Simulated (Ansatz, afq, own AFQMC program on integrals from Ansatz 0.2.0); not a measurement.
Integrals from Ansatz 0.2.0, then the random walk in our own AFQMC program (afq).

```yaml
crystal:
  periodic: [false, false, false]
  atoms:
    - {symbol: Ge, position_ang: [-0.534013, 0.010113, 0.000000]}
    - {symbol: H, position_ang: [-1.045463, 1.456713, 0.000001]}
    - {symbol: H, position_ang: [-1.045462, -0.713187, 1.252791]}
    - {symbol: H, position_ang: [-1.045463, -0.713186, -1.252792]}
    - {symbol: H, position_ang: [1.379987, 0.010113, 0.000000]}
    - {symbol: O, position_ang: [2.369987, 0.010113, 0.000000]}
    - {symbol: H, position_ang: [2.621846, -0.929837, -0.000001]}
basis:
  gaussian: {orbitals: cc-pVDZ}
magnetization: {spin_polarized: true, initial_magnetization: 1}
correlation: {method: ccsd_t, electrons: outside_noble_gas, hamiltonian_folder: ham}
```

```sh
$ ansatz run in.yaml --threads 1 --pin off --events-out ev --progress --plain --max-ram 16896MiB --backend cuda --devices 0, --max-vram 18GiB
```

afq runs on the folder ham with

```
--method phaseless --trial cisd --walkers 4000 --populations 20 --least-time 60 --time-step 0.005 --steps-per-block 50 --equilibration-blocks 28 --max-blocks 4000 --target-error 0.00023 --factor-cut 1e-05 --start spin_pure --seed 8830 --release-times 0.24,0.51,0.99,1.5 --release-step 0.03 --release-every 4 --taylor-order 6
```

Times are imaginary, in 1/Eh. The walk had a cap of 176 s. With eight or more populations the least sampling time is a fifth of least-time, and the error comes from their spread. Filled inner d shells are frozen with the cores.

```
orbitals 51  electrons 8 7  factors 410 of 671
reference energy -2153.03452313 Eh
CCSD correlation -0.33646175 Eh in 11 cycles, weight of the determinant in the CISD state 0.8791
energy of the start -2153.370632 Eh
 block  time / (1/Eh)  mean weight  energy / Eh
     1     0.250  0.9999  -2153.365556
     2     0.500  0.9997  -2153.368949
     3     0.750  0.9999  -2153.371793
     4     1.000  1.0001  -2153.373882
     5     1.250  1.0000  -2153.376879
     8     2.000  1.0000  -2153.377298
    11     2.750  0.9998  -2153.376387
    14     3.500  1.0003  -2153.378972
    17     4.250  0.9999  -2153.378540
    20     5.000  1.0000  -2153.377332
    23     5.750  1.0004  -2153.377032
    26     6.500  1.0000  -2153.378516
    29     7.250  0.9998  -2153.377206
    32     8.000  0.9996  -2153.379694
    35     8.750  0.9998  -2153.377716
    38     9.500  0.9998  -2153.378413
    41    10.250  1.0001  -2153.377859
    44    11.000  0.9999  -2153.378334
    47    11.750  1.0006  -2153.379164
    50    12.500  0.9999  -2153.377422
    53    13.250  1.0003  -2153.377925
    56    14.000  1.0001  -2153.378865
    59    14.750  1.0001  -2153.379105
    62    15.500  0.9998  -2153.378360
    65    16.250  0.9999  -2153.377120
    68    17.000  1.0002  -2153.377988
    70    17.500  0.9998  -2153.376815
    71    17.750  1.0006  -2153.377434
    74    18.500  1.0000  -2153.378344
    77    19.250  0.9999  -2153.377819
    78    19.500  0.9998  -2153.378770
error from the spread of 20 populations
released: time / (1/Eh)  energy / Eh  error  mean overlap
  0.24  -2153.378635  0.000129  0.9959
  0.51  -2153.378816  0.000119  0.9886
  0.99  -2153.378756  0.000157  0.9823
  1.50  -2153.378984  0.000203  0.9767
energy -2153.378287 +/- 0.000143 Eh
(rows thinned)
```

(1) Estimate how long the walk took on 1 × NVIDIA H100 80GB HBM3 with 2 threads of AMD EPYC 7R13 Processor (Zen 3), on a shared host (the card was shared).

The run passed its tests (sampling time, drift between the halves within three errors, error under three times the target), which doesn't prove that it has relaxed.

Against this walk (error 3.9 meV) on the same determinant: CCSD(T) 28.5 meV higher, CCSDT(Q) 10.2 meV lower. The error is statistical and leaves out the bias of the constraint. Released to 1.50 1/Eh the energy lies 19 ± 7 meV (both errors) below the phaseless value, which shows part or all of the bias of the constraint, and CCSDT(Q) lies 8.7 meV above the released value.

Cautions: constraint bias not in the error; no relativity below Rb; no spin-orbit coupling; inner d shell frozen.

Results:

(1) 110 s of wall time.

CCSDT and higher add their correlation energy to the determinant of the CCSD(T) run, since their own runs factorise the integrals more tightly (a shift of under 2 meV). A walk keeps the symmetry of its determinant, which the program's search chose and which needn't be the lowest solution, so a lower state of the same spin and another symmetry isn't excluded.
